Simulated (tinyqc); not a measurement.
Inside a calculation (part 2 of 2). Method: RKS/exchange-only LDA in the sto-3g basis, for CH2, spin multiplicity 1. Computed by tinyqc, a small Python program that keeps every step (integrals from PySCF). Command: `OMP_NUM_THREADS=1 python tinyqc.py 31946 31947 out.jsonl` (the two numbers bound the seeds that draw the settings). One thread of a shared host (Intel(R) Xeon(R) Processor @ 2.60GHz), about 1 s of CPU time with the checks.

Geometry (angstrom):

| atom | x | y | z |
|---|---|---|---|
| C | 0.000000 | 0.000000 | 0.000000 |
| H | 0.000000 | 0.921000 | 0.543000 |
| H | 0.000000 | -0.941000 | 0.554000 |

## Iteration 2: diagonalisation and new density

extrapolated F (hartree), lower triangle:
```
             1C 1s      1C 2s     1C 2px     1C 2py     1C 2pz      2H 1s      3H 1s
1C 1s   -12.935257
1C 2s    -3.198668  -1.697700
1C 2px    0.000000   0.000000  -0.603231
1C 2py   -0.000321  -0.003215   0.000000  -0.707101
1C 2pz   -0.021449  -0.113035   0.000000  -0.001651  -0.645541
2H 1s    -0.853199  -0.693257   0.000000  -0.305754  -0.207403  -0.333621
3H 1s    -0.809107  -0.666641   0.000000   0.296955  -0.201541  -0.209638  -0.305254
```

X:
```
                1          2          3         4          5          6         7
1C 1s   -0.289500   0.031977   0.786442  0.000000  -0.590002  -0.003007  0.171389
1C 2s    1.292696  -0.111115  -0.309272  0.000000  -0.269394  -0.007209  0.442019
1C 2px   0.000000   0.000000   0.000000  1.000000   0.000000   0.000000  0.000000
1C 2py   0.120912   1.113328  -0.001328  0.000000   0.002925   0.612610  0.008537
1C 2pz   0.574093  -0.050594   0.613461  0.000000   0.684680  -0.004395  0.190199
2H 1s   -0.971513  -0.818875  -0.156928  0.000000   0.123468   0.372576  0.368952
3H 1s   -0.769272   0.972636  -0.159877  0.000000   0.124837  -0.388500  0.355610
```

Diagonalise F' = X^T F X, C = X C', fill 4 alpha and 4 beta electrons from the bottom; D = 2 C_occ C_occ^T. Each column has its largest component positive (the first on a tie).

F' = X^T F X (hartree), lower triangle:
```
           1          2          3          4          5          6          7
1  -0.067996
2   0.033763   0.147208
3   0.869080  -0.115684  -6.493719
4   0.000000   0.000000   0.000000  -0.603231
5  -0.757730   0.101386   5.432850   0.000000  -5.637792
6  -0.029545  -0.332414   0.040434   0.000000  -0.038055  -0.578310
7  -0.128570  -0.004518  -2.757540   0.000000   2.598941   0.014551  -2.077888
```

orbital energies (hartree): MO1 -12.935337, MO2 -1.002027, MO3 -0.707899, MO4 -0.610722, MO5 -0.603231, MO6 0.264417, MO7 0.283071

coefficients C:
```
              MO1        MO2        MO3        MO4       MO5        MO6        MO7
1C 1s    1.000471  -0.247152   0.003529   0.074252  0.000000   0.110221   0.033297
1C 2s   -0.002594   1.010744  -0.015270  -0.305782  0.000000  -0.920111  -0.291739
1C 2px   0.000000   0.000000   0.000000   0.000000  1.000000   0.000000   0.000000
1C 2py  -0.000006   0.011913   0.976394  -0.006126  0.000000   0.216120  -0.793259
1C 2pz   0.001097   0.310624   0.001772   0.955513  0.000000  -0.431088  -0.134628
2H 1s    0.001360  -0.024792   0.029411  -0.002602  0.000000   0.661124   1.220913
3H 1s    0.001302  -0.025858  -0.027535  -0.002305  0.000000   1.190011  -0.662401
```

D after iteration 2, lower triangle:
```
            1C 1s      1C 2s    1C 2px     1C 2py     1C 2pz      2H 1s     3H 1s
1C 1s    2.135106
1C 2s   -0.550322   2.230692
1C 2px   0.000000   0.000000  0.000000
1C 2py   0.000081  -0.001991  0.000000   1.907048
1C 2pz  -0.009438   0.043504  0.000000  -0.000844   2.018994
2H 1s    0.014798  -0.049430  0.000000   0.056874  -0.020266   0.002976
3H 1s    0.014851  -0.050027  0.000000  -0.054358  -0.020564  -0.000322  0.002868
```

## Convergence

Stop when the energy changes by less than 1e-10 hartree and every element of the error matrix X^T (F D S - S D F) X is below 3e-06.

Course of the cycle:

| iteration | E (hartree) | change | largest element of the error matrix |
|---|---|---|---|
| 1 | -11.20573932 | - | 2.63e-01 |
| 2 | -36.51287927 | -2.53e+01 | 9.40e-01 |
| 3 | -36.89901805 | -3.86e-01 | 9.28e-01 |
| 4 | -36.85011430 | 4.89e-02 | 8.68e-01 |
| 5 | -36.83237298 | 1.77e-02 | 8.72e-01 |
| 6 | -36.83861915 | -6.25e-03 | 8.71e-01 |
| 7 | -37.10507501 | -2.66e-01 | 8.47e-01 |
| 8 | -37.69560469 | -5.91e-01 | 4.46e-02 |
| 9 | -37.56294331 | 1.33e-01 | 1.08e-01 |
| 10 | -37.69636355 | -1.33e-01 | 3.79e-02 |
| 11 | -37.69643354 | -7.00e-05 | 3.58e-02 |
| 12 | -37.55970514 | 1.37e-01 | 1.17e-01 |
| 13 | -37.56238257 | -2.68e-03 | 1.10e-01 |
| 14 | -37.55201752 | 1.04e-02 | 1.36e-01 |
| ... | ... | ... | ... |
| 39 | -37.56398562 | -2.99e-03 | 1.12e-01 |
| 40 | -37.56914028 | -5.15e-03 | 1.05e-01 |
| 41 | -37.57046236 | -1.32e-03 | 1.01e-01 |
| 42 | -37.68579319 | -1.15e-01 | 5.32e-02 |
| 43 | -37.68622962 | -4.36e-04 | 4.91e-02 |
| 44 | -37.69085735 | -4.63e-03 | 5.57e-02 |
| 45 | -37.69357181 | -2.71e-03 | 2.85e-02 |
| 46 | -37.56411375 | 1.29e-01 | 1.09e-01 |
| 47 | -37.56267511 | 1.44e-03 | 1.16e-01 |
| 48 | -37.56703404 | -4.36e-03 | 1.09e-01 |
| 49 | -37.55828848 | 8.75e-03 | 1.23e-01 |
| 50 | -37.55321986 | 5.07e-03 | 1.33e-01 |
| 51 | -37.55866276 | -5.44e-03 | 1.20e-01 |
| 52 | -37.68808871 | -1.29e-01 | 1.34e-01 |

PySCF RKS in the same basis, fine grid = -37.68369505 hartree

Not converged within the cap of 52 iterations: the residual wanders without falling. Reruns (cap 100 unless said): DIIS 8: not converged; damping 0.5: not converged; level shift 0.5: converged in 18; atomic densities as start, DIIS 8: not converged; the original settings with a cap of 400: not converged.
